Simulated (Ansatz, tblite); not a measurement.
Forces on Li2O at its r2SCAN-D4/def2-TZVP geometry. Charge 0, multiplicity 1.

The xTB rows come from tblite. The structure comes from a short search, and lower isomers may exist.

GFN1-xTB (tblite), largest force 0.85 eV/Å:

```xyz
3
positions Å, forces eV/Å
Li    1.033   -1.235    0.138   -0.546    0.652   -0.073
Li   -1.031    1.237   -0.136    0.544   -0.654    0.071
O    -0.001   -0.001   -0.002    0.002    0.002    0.002
```

GFN2-xTB (tblite), largest force 0.46 eV/Å:

```
Li -0.292 0.348 -0.040
Li 0.290 -0.350 0.037
O 0.002 0.002 0.003
```

r2SCAN0-D4/def2-TZVP (Ansatz), largest force 0.21 eV/Å:

```
Li -0.133 0.158 -0.018
Li 0.132 -0.159 0.017
O 0.002 0.002 0.002
```
